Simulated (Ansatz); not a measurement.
**CH4MgS: ionisation energy by level of theory**

The task here is to estimate one member of a computed series from the others.

Computed with Ansatz 0.2.0, Gaussian basis. Level: unrestricted cation, the program's frozen cores in correlated methods.

Plan: UKS PBE-D4/def2-TZVPP; UKS r2SCAN-D4/def2-TZVPP; UKS PBE0-D4/def2-TZVPP; UKS B3LYP-D4/def2-TZVPP; UKS wB97X-V/def2-TZVPP; UKS wB97M-V/def2-TZVPP; UKS B2PLYP/def2-TZVPP; UHF-CCSD(T)/def2-TZVPP; UHF-CCSD(T)/def2-QZVPP; extrapolation to the limit; then −ε(HOMO) from the neutral's earlier runs with LDA (SPW92), PBE-D4, revPBE-D4, BLYP-D4, r2SCAN-D4, B97M-V, PBE0-D4, B3LYP-D4, r2SCANh-D4, r2SCAN0-D4, HSE06-D4, BHLYP-D4, CAM-B3LYP-D4, LC-ωPBE, ωB97X-V, ωB97M-V.

**The geometry**

An earlier PBE0-D4 in a triple-zeta def2 set relaxation fixed the geometry.

7 atoms, charge 0, spin multiplicity 1.

Atoms are counted from 1 here; the program's logs count them from 0.

Bond lengths: C1–S2 1.827 Å, C1–H4 1.090 Å, C1–H5 1.090 Å, C1–H6 1.090 Å, S2–Mg3 2.293 Å, Mg3–H7 1.696 Å. Angles: S2–C1–H4 112.0°, S2–C1–H5 112.0°, S2–C1–H6 107.0°, H4–C1–H5 109.6°, H4–C1–H6 108.1°, H5–C1–H6 108.1°, C1–S2–Mg3 103.6°, S2–Mg3–H7 179.9°.

The first run:

Contents of in.yaml:

```yaml
crystal:
  periodic: [false, false, false]
  atoms:
    - {symbol: C, position_ang: [-0.843840, 0.824049, -0.114073]}
    - {symbol: S, position_ang: [-0.311369, -0.283124, 1.238437]}
    - {symbol: Mg, position_ang: [1.426638, -1.463358, 0.319100]}
    - {symbol: H, position_ang: [-1.196799, 0.266899, -0.981838]}
    - {symbol: H, position_ang: [-0.051212, 1.508142, -0.417015]}
    - {symbol: H, position_ang: [-1.674758, 1.417401, 0.267410]}
    - {symbol: H, position_ang: [2.712641, -2.338009, -0.357721]}
basis:
  gaussian: {orbitals: def2-TZVPP}
total_charge: 1
magnetization: {spin_polarized: true, initial_magnetization: 1}
hamiltonian: {xc: pbe, dispersion: d4}
```

Command:

```console
> ansatz run in.yaml --threads 2 --pin off --events-out ev --progress --plain --max-ram 32768MiB --backend cpu
```

Steps of the session up to this table: Cation, UKS PBE-D4/def2-TZVPP; Cation, UKS r2SCAN-D4/def2-TZVPP; Cation, UKS PBE0-D4/def2-TZVPP; Cation, UKS B3LYP-D4/def2-TZVPP; Cation, UKS wB97X-V/def2-TZVPP; Cation, UKS wB97M-V/def2-TZVPP; Cation, UKS B2PLYP (frozen core)/def2-TZVPP; Cation, UHF-CCSD(T)/def2-TZVPP; Cation, UHF-CCSD(T)/def2-QZVPP.

One table of the session follows, with a row left open; its other results are not shown here.

Orbital estimates, from the neutral's runs:

| functional | −ε(HOMO) (eV) |
| --- | --- |
| LDA (SPW92) | 5.42 |
| PBE-D4 | 5.30 |
| revPBE-D4 | 5.25 |
| BLYP-D4 | 5.15 |
| r2SCAN-D4 | 5.54 |
| B97M-V | 5.60 |
| PBE0-D4 | ? |
| B3LYP-D4 | 6.22 |
| r2SCANh-D4 | 5.96 |
| r2SCAN0-D4 | 6.61 |
| HSE06-D4 | 6.05 |
| BHLYP-D4 | 7.47 |
| CAM-B3LYP-D4 | 7.75 |
| LC-ωPBE | 9.13 |
| ωB97X-V | 8.78 |
| ωB97M-V | 8.63 |

**Question.** Estimate the row for PBE0-D4.

As computed: −ε(HOMO) (eV): 6.45. In the column «−ε(HOMO) (eV)» it lies between B3LYP-D4 (6.22) and r2SCAN0-D4 (6.61).

Caveats from the session: The cation may have settled in a state other than its lowest; no search over hole states beyond the program's own was made.
